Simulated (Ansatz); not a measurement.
# C2H3F (singlet): from Hartree-Fock to the top rungs, cc-pVDZ

An exercise on one series of results from a longer session: the logs are not shown, and one member is left open.

The runs use Ansatz 0.2.0, Gaussian basis; cc-pVDZ, core rule «outside noble gas», up to 3 orbitals frozen.

To be run: UHF; CCSD(T) on RHF; CCSDT(Q) on RHF; CCSDTQ on RHF.

2 further runs of the same task are left out: 2 set aside as unsound or not needed.

### What is computed

The geometry is an MP2(full)/6-31G* stationary point (not a proven minimum).

6 atoms, charge 0, spin multiplicity 1.

Atoms are counted from 1 here; the program's logs count them from 0.

Bond lengths: C1–C2 1.327 Å, C1–F3 1.354 Å, C1–H4 1.084 Å, C2–H5 1.082 Å, C2–H6 1.081 Å. Angles: C2–C1–F3 122.0°, C2–C1–H4 126.0°, F3–C1–H4 112.0°, C1–C2–H5 121.3°, C1–C2–H6 119.5°, H5–C2–H6 119.2°.

Set-up of the first run:

File in.yaml:

```yaml
crystal:
  periodic: [false, false, false]
  atoms:
    - {symbol: C, position_ang: [0.093343, 0.459824, 0.000000]}
    - {symbol: C, position_ang: [1.285266, -0.122977, 0.000000]}
    - {symbol: F, position_ang: [-1.055586, -0.256222, 0.000000]}
    - {symbol: H, position_ang: [-0.093102, 1.527888, 0.000000]}
    - {symbol: H, position_ang: [1.384691, -1.200723, 0.000000]}
    - {symbol: H, position_ang: [2.177267, 0.488389, 0.000000]}
basis:
  gaussian: {orbitals: cc-pVDZ}
magnetization: {spin_polarized: true, initial_magnetization: 0}
hamiltonian: {xc: hf}
output: {orbitals: {seedname: orbitals}}
```

Run with:

```console
$ ansatz run in.yaml --threads 1 --pin off --events-out ev --progress --plain --max-ram 3956MiB --backend cpu
```

Among the steps run: UHF; CCSD(T) on RHF; CCSDT(Q) on RHF; CCSDTQ on RHF.

One of the session's tables, all rows but one given; the rest of the session is left out.

| method | from RCCSDTQ (meV) |
| --- | --- |
| RHF | +13461.4 |
| RMP2 | +1135.7 |
| RCCSD | +407.9 |
| RCCSD(T) | ? |
| RCCSDT | +27.9 |
| RCCSDT(Q) | -2.3 |
| RCCSDTQ | 0 |

Q: Estimate the row for RCCSD(T) from the others.

**Answer.** from RCCSDTQ (meV): +47.7. In the column «from RCCSDTQ (meV)» it lies between RCCSDT (+27.9) and RCCSD (+407.9).

With the free atoms at the same levels and basis (separate runs), the atomisation energy is 22.934 eV at RCCSDTQ, 22.907 eV at RCCSD(T), 17.657 eV at RHF.
